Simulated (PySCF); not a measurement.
**OH under electron impact: the energy ladder**

PBE in PySCF with def2-TZVPPD on every atom, for the lowest determinant that a PBE0 search found; no spin–orbit coupling.

```tsv
species	state (unpaired electrons)	Re (Å)	ωe (cm⁻¹)	energy of the minimum from the neutral (eV)	De (eV)	dissociates to
OH	doublet (π ↑)	0.984	3605	0.00	4.77	H + O
OH⁺	triplet (π ↑↑)	1.048	2953	13.18	5.19	H⁺ + O
OH⁻	singlet (closed shell)	0.974	3667	-1.97	4.97	H + O⁻
```

Problem. Work out the lowest energy to break OH into atoms, from its vibrational ground state.

Solution. D0 = De − ωe/2 = 4.77 − 0.22 = 4.55 eV (PBE/def2-TZVPPD).

Problem. Work out the ionisation energy of the H atom at this level and the threshold of dissociative ionisation.

Solution. IE(H) = 13.18 + 5.19 − 4.77 = 13.60 eV, so H⁺ + O + e⁻ appears at D0 + IE(H) = 18.15 eV (PBE/def2-TZVPPD). The measured IE(H) is 13.598 eV (NIST ASD).

Problem. Work out the electron affinity of the O atom and the threshold of dissociative attachment.

Solution. EA(O) = 4.77 − 4.97 − (-1.97) = 1.77 eV, so H + O⁻ needs D0 − EA(O) = 2.78 eV (PBE/def2-TZVPPD). The measured EA(O) is 1.461 eV.

Problem. At which energy does ion-pair formation open?

Solution. H⁺ + O⁻ lies at D0 + IE(H) − EA(O) = 16.38 eV (PBE/def2-TZVPPD).

These are thermodynamic thresholds; the onsets seen under electron impact lie higher where the geometry changes, and cross-sections peak well above them.

For an ion De counts to the pair picked by the measured ionisation energies or electron affinities, which need not be the lowest pair at this level. The highest Kohn–Sham level is positive in this anion. Much of that is self-interaction error, but it also means that the finite basis helps to hold the extra electron. States were picked by a PBE0 search and need not be the measured ground states.
